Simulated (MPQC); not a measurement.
**C2H2S (SMILES C1=CS1): levels of theory compared**

Wanted: a comparison of 6 runs (HF/STO-3G, HF/3-21G, HF/cc-pVDZ, HF/def2-SVP, HF/cc-pVTZ, PBE0/def2-SVP) of C2H2S. 

The calculation is run with MPQC 2.3.1.

1 further run of the same task is left out (set aside as unsound or not needed).

### Step 1. The structure to begin with

The species is C2H2S (5 atoms), meant as a singlet with charge 0. As SMILES, `C1=CS1`. The coordinates come from a GFN2-xTB relaxation.

Bond lengths: C1–C2 1.281 Å, C1–S3 1.841 Å, C2–S3 1.843 Å, C1–H4 1.061 Å, C2–H5 1.061 Å. Angles: C1–C2–S3 69.6°, C2–C1–S3 69.7°, C1–S3–C2 40.7°, C1–C2–H5 154.3°, S3–C2–H5 136.1°, C2–C1–H4 154.4°, S3–C1–H4 135.9°.

### Step 2. Energy and forces at HF/STO-3G (run 1)

The input, run.in:

```
% emacs should use -*- KeyVal -*- mode
molecule<Molecule>: (
    symmetry = c1
    unit = angstrom
    { atoms geometry } = {
        C  [ -0.518150 -0.375700 -0.160730 ]
        C  [ 0.311400 0.582780 0.023120 ]
        S  [ 1.004170 -0.999160 0.666510 ]
        H  [ -1.432040 -0.799250 -0.493280 ]
        H  [ 0.634610 1.591340 -0.035620 ]
    }
)
basis<GaussianBasisSet>: (
    name = "STO-3G"
    molecule = $:molecule
    basisdir = "."
    puream = yes
)
mpqc: (
    checkpoint = no
    savestate = no
    restart = no
    do_energy = yes
    do_gradient = yes
    optimize = no
    mole<CLHF>: (
        molecule = $:molecule
        basis = $:basis
        total_charge = 0
        memory = 1000000000
        print_evals = yes
        print_npa = yes
        maxiter = 120
        value_accuracy = 1e-08
        guess_wavefunction<CLHF>: (
            molecule = $:molecule
            total_charge = 0
            memory = 1000000000
            value_accuracy = 1e-3
            basis<GaussianBasisSet>: (
                name = "STO-3G"
                molecule = $:molecule
            )
        )
    )
)
```

The basis set STO-3G is read from a file made from the Basis Set Exchange's data (not shown).

Command:

```
$ mpqc run.in > run.out
```

Standard output:

```text
MPQC: Massively Parallel Quantum Chemistry
[...]
  LUMO is    16   A =   0.316076
  total scf energy = -468.9931287457
[...]
Value of the MolecularEnergy: -468.9931287457
  Gradient of the MolecularEnergy:
      1   -0.0461920200
      2   -0.0179712765
      3   -0.0175106498
      4    0.0133652666
      5    0.0513393410
      6   -0.0044335605
      7    0.0157337842
      8   -0.0162419404
      9    0.0105678977
     10    0.0154446440
     11   -0.0007649509
     12    0.0072489748
[...]
      symmetry = c1
[...]
```

Wall time 0.2 s (1 thread of Arm Neoverse V2, shared host).

### Step 3. Energy and forces at HF/3-21G (run 2)

The input, job.in:

```
molecule<Molecule>: (
    symmetry = c1
    unit = angstrom
    { atoms geometry } = {
        C  [ -0.518150 -0.375700 -0.160730 ]
        C  [ 0.311400 0.582780 0.023120 ]
        S  [ 1.004170 -0.999160 0.666510 ]
        H  [ -1.432040 -0.799250 -0.493280 ]
        H  [ 0.634610 1.591340 -0.035620 ]
    }
)
basis<GaussianBasisSet>: (
    name = "3-21G"
    molecule = $:molecule
    basisdir = "."
    puream = yes
)
mpqc: (
    checkpoint = no
    savestate = no
    restart = no
    do_energy = yes
    do_gradient = yes
    optimize = no
    mole<CLHF>: (
        molecule = $:molecule
        basis = $:basis
        total_charge = 0
        memory = 1000000000
        print_evals = yes
        print_npa = yes
        maxiter = 120
        value_accuracy = 1e-08
        guess_wavefunction<CLHF>: (
            molecule = $:molecule
            total_charge = 0
            memory = 1000000000
            value_accuracy = 1e-3
            basis<GaussianBasisSet>: (
                name = "MINI (Huzinaga)"
                molecule = $:molecule
            )
        )
    )
)
```

The basis set 3-21G is read from a file made from the Basis Set Exchange's data (not shown).

Command:

```
$ mpqc job.in > job.out
```

Standard output:

```text
MPQC: Massively Parallel Quantum Chemistry
[...]
  LUMO is    16   A =   0.140988
  total scf energy = -471.9048601382
[...]
Value of the MolecularEnergy: -471.9048601382
  Gradient of the MolecularEnergy:
      1    0.0077930353
      2   -0.0347380690
      3    0.0107258305
      4    0.0330642059
      5   -0.0052909626
      6    0.0162522092
      7   -0.0450658368
      8    0.0443730946
      9   -0.0298146316
     10   -0.0016483126
     11   -0.0067034932
     12    0.0006217911
[...]
      symmetry = c1
[...]
```

Run time: 0.74 s. Hardware: 1 thread of Arm Neoverse V2, shared host.

### Step 4. Energy and forces at HF/cc-pVDZ (run 3)

The input, mol.in:

```
% C2H2S
molecule<Molecule>: (
  symmetry = c1
  unit = bohr
  { atoms geometry } = {
    C  [ -0.97916159 -0.70997011 -0.30373568 ]
    C  [ 0.58846072 1.10129459 0.04369047 ]
    S  [ 1.89760628 -1.88813875 1.25952136 ]
    H  [ -2.70616340 -1.51036361 -0.93216410 ]
    H  [ 1.19923910 3.00719677 -0.06731204 ]
  }
)
basis<GaussianBasisSet>: (
  name = "cc-pVDZ"
  molecule = $:molecule
  basisdir = "."
  puream = yes
)
mpqc: (
  checkpoint = no
  savestate = no
  restart = no
  do_energy = yes
  do_gradient = yes
  optimize = no
  mole<CLHF>: (
    molecule = $:molecule
    basis = $:basis
    total_charge = 0
    memory = 1000000000
    print_evals = yes
    print_npa = yes
    maxiter = 120
    value_accuracy = 1e-08
    guess_wavefunction<CLHF>: (
      molecule = $:molecule
      total_charge = 0
      memory = 1000000000
      value_accuracy = 1e-3
      basis<GaussianBasisSet>: (
        name = "3-21G"
        molecule = $:molecule
      )
    )
  )
)
```

The basis set cc-pVDZ is read from a file made from the Basis Set Exchange's data (not shown).

Command:

```
$ mpqc -o mol.out mol.in
```

Standard output:

```text
MPQC: Massively Parallel Quantum Chemistry
[...]
  LUMO is    16   A =   0.136946
  total scf energy = -474.3231314785
[...]
Value of the MolecularEnergy: -474.3231314785
  Gradient of the MolecularEnergy:
      1   -0.0259019667
      2   -0.0247972576
      3   -0.0067911025
      4    0.0213147476
      5    0.0299258328
      6    0.0036228220
      7   -0.0037133815
      8    0.0032746354
      9   -0.0023762587
     10    0.0093744545
     11    0.0016747354
     12    0.0039602132
[...]
      symmetry = c1
[...]
```

It took 6.9 s on 1 thread of Arm Neoverse V2, shared host; peak memory 0.12 GiB.

Runs 4 to 5 aren't shown in full; the table further down has their settings and results.

### Step 5. Energy and forces at PBE0/def2-SVP (run 6)

The input, job.in:

```
% emacs should use -*- KeyVal -*- mode
molecule<Molecule>: (
  symmetry = c1
  unit = bohr
  { atoms geometry } = {
    C  [ -0.97916159    -0.70997011    -0.30373568 ]
    C  [ 0.58846072     1.10129459     0.04369047 ]
    S  [ 1.89760628    -1.88813875     1.25952136 ]
    H  [ -2.70616340    -1.51036361    -0.93216410 ]
    H  [ 1.19923910     3.00719677    -0.06731204 ]
  }
)
basis<GaussianBasisSet>: (
  name = "def2-SVP"
  molecule = $:molecule
  basisdir = "."
  puream = yes
)
mpqc: (
  checkpoint = no
  savestate = no
  restart = no
  do_energy = yes
  do_gradient = yes
  optimize = no
  mole<CLKS>: (
    molecule = $:molecule
    basis = $:basis
    total_charge = 0
    memory = 1000000000
    print_evals = yes
    print_npa = yes
    maxiter = 120
    value_accuracy = 1e-08
    functional<SumDenFunctional>: (
      a0 = 0.25
      coefs = [ 0.75 1 ]
      funcs: [ <PBEXFunctional>: () <PBECFunctional>: () ]
    )
    integrator<RadialAngularIntegrator>: ( grid = xfine )
    guess_wavefunction<CLHF>: (
      molecule = $:molecule
      total_charge = 0
      memory = 1000000000
      value_accuracy = 1e-3
      basis<GaussianBasisSet>: (
        name = "STO-3G"
        molecule = $:molecule
      )
    )
  )
)
```

The basis set def2-SVP is read from a file made from the Basis Set Exchange's data (not shown).

Command:

```
$ mpqc -o job.out job.in
```

Standard output:

```text
MPQC: Massively Parallel Quantum Chemistry
[...]
  Integrated electron density error = 0.000023379816
  iter     1 energy = -474.7730182524 delta = 1.67497e-01
  Integrated electron density error = -0.000019813707
  iter     2 energy = -475.0497328294 delta = 4.02517e-02
[...]
  Integrated electron density error = -0.000000019648
  iter    12 energy = -475.0780118200 delta = 1.95925e-07
  Integrated electron density error = -0.000000019648
  iter    13 energy = -475.0780118200 delta = 1.05248e-07
  Integrated electron density error = -0.000000019648
  iter    14 energy = -475.0780118200 delta = 5.06225e-08
[...]
  LUMO is    16   A =  -0.017628
  total scf energy = -475.0780118200
[...]
  Integrated electron density error = -0.000000019660
  Total Gradient:
[...]
Value of the MolecularEnergy: -475.0780118200
  Gradient of the MolecularEnergy:
      1   -0.0160959998
      2   -0.0055348845
      3   -0.0062498593
      4    0.0041082146
      5    0.0178835036
      6   -0.0017974981
      7   -0.0015559215
      8    0.0012225708
      9   -0.0009638568
     10    0.0174401154
     11    0.0054167354
     12    0.0068940643
[...]
        symmetry = c1
[...]
```

Wall time 19 s (1 thread of Arm Neoverse V2, shared host); peak memory 0.2 GiB.

### Step 6. All runs side by side

```
run          level   starting guess  integration grid  energy (Eh)  HOMO energy (eV)  LUMO energy (eV)  HOMO–LUMO gap (eV)  wall time
  1      HF/STO-3G           STO-3G                 –  -468.993129             -5.40              8.60               14.00      0.2 s
  2       HF/3-21G  MINI (Huzinaga)                 –  -471.904860             -8.38              3.84               12.22     0.74 s
  3     HF/cc-pVDZ            3-21G                 –  -474.323131             -8.07              3.73               11.79      6.9 s
  4    HF/def2-SVP  MINI (Huzinaga)                 –  -474.128544             -8.13              3.63               11.76      3.3 s
  5     HF/cc-pVTZ  MINI (Huzinaga)                 –  -474.362110             -8.14              3.37               11.51       62 s
  6  PBE0/def2-SVP           STO-3G             xfine  -475.078012             -5.43             -0.48                4.95       19 s
```

### Step 7. Results

| quantity | value |
| --- | --- |
| run 6: total energy | -475.07801 Eh |
| run 6: HOMO energy | -5.43 eV |
| run 6: LUMO energy | -0.48 eV |
| run 6: HOMO–LUMO gap | 4.95 eV |
| run 6: largest force on an atom | 1.004 eV/Å |

In words: The HOMO–LUMO gap runs from 4.95 eV (PBE0/def2-SVP) to 14.00 eV (HF/STO-3G). The two ends differ in method and basis. In run 1 the basis is minimal, so the values are rough. All runs together took 93 s, the longest 62 s.
